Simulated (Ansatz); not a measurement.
Two isomers of C3H4FN: A = `N=C1CC1F`, B = `C=NC(=C)F`.

Isolated molecules relaxed with PBE0-D4/def2-TZVP in Ansatz; ΔE leaves out vibrations. CBS: MP2 limit from def2 TZ/QZ plus the TZ coupled-cluster correction, frozen cores. DFT in def2-TZVPP. B3LYP here is the variant with VWN-RPA as its local correlation; programs differ in this. One conformer a species, not always the lowest.

(1) Which is lower in electronic energy at CCSD(T)/CBS, and by how much? (Best estimate.)

(2) Give E(B) − E(A) in kJ/mol with PBE0-D4, CCSD(T)/def2-SVP, MP2/def2-TZVPP, B3LYP, ωB97M-V, B2PLYP, r2SCAN-D4. (Estimate.)

(3) Does the order hold for the free energy at 298.15 K (harmonic terms from PBE0-D4)? (Best estimate.)

Largest T1 diagnostic: 0.013.

Results:

(1) The calculation gave: B, by 95.3 kJ/mol.

(2) Computed: PBE0-D4 -79.7, CCSD(T)/def2-SVP -97.5, MP2/def2-TZVPP -88.0, B3LYP -100.4, ωB97M-V -85.7, B2PLYP -98.1, r2SCAN-D4 -91.3. None reverses the order clearly.

(3) Computed: Yes: G(B) − G(A) = -96.5 kJ/mol, for one conformer each.

In def2-TZVPP, CCSD(T) changes the Hartree–Fock value by +11.4 kJ/mol (the triples alone add −2.8 kJ/mol) and MP2 by +18.8 kJ/mol. Leaving LDA and LC-ωPBE aside and taking each functional with its dispersion term where it has one, the values, not all of them listed here, spread over 28.6 kJ/mol, from BLYP-D4 to ωB97X-V. LDA lies +5.6 kJ/mol from PBE without D4.
